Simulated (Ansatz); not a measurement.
Steps of a relaxation of CH2O (`[CH2][O]`) (triplet) with UKS PBE0-D4/def2-TZVP.

```sh
$ ansatz run in.yaml --threads 2 --pin off --events-out ev --progress --plain --max-ram 32768MiB --backend cpu
```

```yaml
crystal:
  periodic: [false, false, false]
  atoms:
    - {symbol: C, position_ang: [0.052281, -0.042187, -0.244841]}
    - {symbol: O, position_ang: [0.967077, 0.674042, 0.325285]}
    - {symbol: H, position_ang: [-0.964299, 0.446593, -0.268671]}
    - {symbol: H, position_ang: [-0.055059, -1.078448, 0.188227]}
basis:
  gaussian: {orbitals: def2-TZVP}
magnetization: {spin_polarized: true, initial_magnetization: 2}
hamiltonian: {xc: pbe0, dispersion: d4}
relax: {f_tol: 0.005, max_steps: 150}
```

Positions (Å) and forces (eV/Å) along the path, 6 of 6 steps:

```xyz
4
step=1 energy=-3110.6197 eV
C     0.052   -0.042   -0.245   -0.721   -0.289    0.471
O     0.967    0.674    0.325   -0.184   -0.147   -0.125
H    -0.964    0.447   -0.269    0.681   -0.165   -0.058
H    -0.055   -1.078    0.188    0.224    0.601   -0.288
4
step=2 energy=-3110.6428 eV
C     0.037   -0.046   -0.228   -0.468   -0.244    0.116
O     0.962    0.669    0.320    0.065    0.048    0.032
H    -0.956    0.454   -0.275    0.310   -0.084   -0.020
H    -0.043   -1.076    0.184    0.093    0.280   -0.129
4
step=3 energy=-3110.6489 eV
C     0.025   -0.050   -0.217   -0.106   -0.076   -0.043
O     0.960    0.667    0.317    0.106    0.080    0.054
H    -0.948    0.456   -0.279   -0.020    0.031   -0.015
H    -0.037   -1.073    0.179    0.019   -0.034    0.004
4
step=4 energy=-3110.6479 eV rejected
C     0.020   -0.054   -0.221    0.240    0.201    0.193
O     0.962    0.669    0.319   -0.204   -0.166   -0.148
H    -0.949    0.461   -0.279   -0.027   -0.003   -0.027
H    -0.033   -1.075    0.181   -0.009   -0.032   -0.018
4
step=5 energy=-3110.6494 eV
C     0.022   -0.051   -0.215   -0.015   -0.008    0.005
O     0.962    0.668    0.317    0.005    0.004    0.001
H    -0.949    0.459   -0.281    0.004    0.003   -0.004
H    -0.034   -1.076    0.179    0.006    0.001   -0.003
4
step=6 energy=-3110.6494 eV
C     0.021   -0.051   -0.214   -0.001   -0.001   -0.001
O     0.962    0.668    0.316    0.001    0.001    0.001
H    -0.949    0.460   -0.281    0.001    0.000    0.000
H    -0.034   -1.077    0.179    0.000    0.001    0.000
```

Hardware: 2 threads of an AMD EPYC 7R13 on a shared host. Wall time 4.8 s, peak host memory 0.15 GiB.
